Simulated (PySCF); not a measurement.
Structure problem from calculated spectra and properties.

Formula: C2H3F3S.

| Quantity | Value |
| --- | --- |
| Triplet | lowest triplet excitation (Tamm–Dancoff): 5.27 eV [TDA CAM-B3LYP/def2-SVPD] |
| NMR, other nuclei | isotropic shieldings of nuclei other than C and H, by class: 262 (3 F), 622 (1 S) ppm [GIAO PBE0/pcSseg-1] |
| Polarisability | 48.6 au [CAM-B3LYP/def2-SVPD] |
| 13C NMR | chemical shifts (computed TMS as zero) by class: 129.9 (1 C), 32.8 (1 C) ppm [GIAO PBE0/pcSseg-1] |
| Rotational structure | rotational constants A, B, C: 5.284, 1.782, 1.771 GHz [PBE0-D3(BJ)/def2-SVP] |
| 1H NMR | chemical shifts (computed TMS as zero) by class: 2.69 (2 H), 2.02 (1 H) ppm [GIAO PBE0/pcSseg-1] |
| Dipole | 1.76 D [CAM-B3LYP/def2-SVPD] |

Electronic properties: PySCF, gas phase, density fitting. Levels stand in brackets. One conformer (not necessarily the lowest) at the PBE0-D3(BJ)/def2-SVP geometry, without solvent, vibrations or thermal averaging. NMR values are class means; diastereotopic atoms form classes of their own.

Question: What is the compound? Reason from the data.

Answer: Numbering: `[F:1][C:2]([F:3])([F:4])[CH2:5][SH:6]`. Its formula, C2H3F3S, gives 0 degrees of unsaturation, so no ring and no π bond. 2 carbons fall into 2 classes; from least to most shielded: CF3 carbon [C2] (129.9 ppm), sp3 carbon bound to sulfur [C5] (32.8 ppm). Hydrogen classes from least to most shielded: 2 H on an sp3 carbon bound to sulfur, C5 (2.69 ppm), 1 H on a thiol sulfur, S6 (2.02 ppm). The other shieldings belong to: 262 ppm, fluorine of a CF3 group [F1/F3/F4]; 622 ppm, thiol sulfur [S6]. By its constants the optimised geometry is a nearly prolate symmetric top. Structure: `FC(F)(F)CS` (2,2,2-trifluoroethanethiol). Computed isomers that give other values at the same levels: `CSC(F)(F)F` (rotational constant A: 4.415 GHz; this holds for the one conformer computed). The assignments are read from this structure; whether some other isomer fits the data as well wasn't checked.

The values belong to the conformer `[F:1][C:2]([F:3])([F:4])[CH2:5][SH:6]`: F1–C2–C5–S6 -60°, H–S6–C5–C2 67°.
